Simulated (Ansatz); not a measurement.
Mulliken charges of `[CH2]C(=O)O` radical from r2SCAN/def2-TZVPP in Ansatz (PBE0-D4/def2-TZVP geometry).

| atom | x (Å) | y (Å) | z (Å) | charge (e) |
| --- | --- | --- | --- | --- |
| C1 | -0.514 | 0.929 | 0.017 | -0.174 |
| C2 | -0.024 | -0.417 | -0.139 | 0.348 |
| O3 | -0.631 | -1.313 | -0.684 | -0.347 |
| O4 | 1.206 | -0.593 | 0.391 | -0.291 |
| H5 | -1.492 | 1.161 | -0.378 | 0.123 |
| H6 | 0.077 | 1.685 | 0.514 | 0.116 |
| H7 | 1.439 | -1.518 | 0.234 | 0.226 |

**Question.** By hand: the dipole of these point charges (1 e Å = 4.8032 D).

**Answer.** Σ q r = (0.100, 0.317, 0.138) e Å, of length 0.360 e Å = 1.73 D.

**Question.** How does the dipole of the full density compare? (Estimate.)

**Answer.** The calculation gave: (0.177, 0.272, 0.162) e Å, 1.74 D; the point charges give 0.99 times that, at 15° from its direction.

Point charges leave out the atoms' own dipoles, such as those of lone pairs, and Mulliken's split depends on the basis, so the close match here is no proof of good charges.
